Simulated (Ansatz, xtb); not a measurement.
## Loss of Cl2: SCl2O2 → SO2 + Cl2

Species: SCl2O2 (sulfuryl chloride) `O=S(=O)(Cl)Cl`, singlet; SO2 (sulfur dioxide) `O=S=O`, singlet; Cl2 (chlorine), singlet. 

Shapes, held fixed at every level: PBE0-D4/def2-TZVP. Programs: Ansatz 0.2.0, xtb 6.7.1. The zero-point and thermal change to 298 K, harmonic and unscaled (PBE0-D4/def2-TZVP), is -7.1 kJ/mol.

| level | kind | ΔH(298 K) (kJ/mol) | less CCSD(T)/CBS estimate |
| --- | --- | --- | --- |
| GFN0-xTB | semi-empirical | +141.1 | +83.8 |
| HF/def2-TZVPP | Hartree–Fock | +38.0 | -19.3 |
| SPW92/def2-TZVPP | LDA | +126.4 | +69.1 |
| BHLYP-D4/def2-TZVPP | global hybrid | +71.6 | +14.3 |
| B2PLYP/def2-TZVPP | double hybrid | +49.3 | -8.0 |
| MP2/def2-SVP | perturbation theory | +0.6 | -56.7 |
| CCSD/def2-SVP | coupled cluster or CI | -15.9 | -73.2 |
| CCSD(T)/def2-TZVPP | coupled cluster or CI | +47.2 | -10.1 |
| CCSD(T)/CBS estimate | coupled cluster or CI | +57.3 | 0.0 |

The highest level, CCSD(T)/CBS estimate, gives ΔH(298 K) = +57.3 kJ/mol; the levels span -15.9 to +141.1. They disagree on the sign: 8 of 9 are positive. GFN0-xTB strays far from the other rows. The column of differences is taken from that level and isn't an error. No measured value is set beside it here. The CBS estimate extrapolates MP2 from def2-TZVPP and def2-QZVPP and adds CCSD(T) − MP2 in the triple-zeta set, cores frozen.
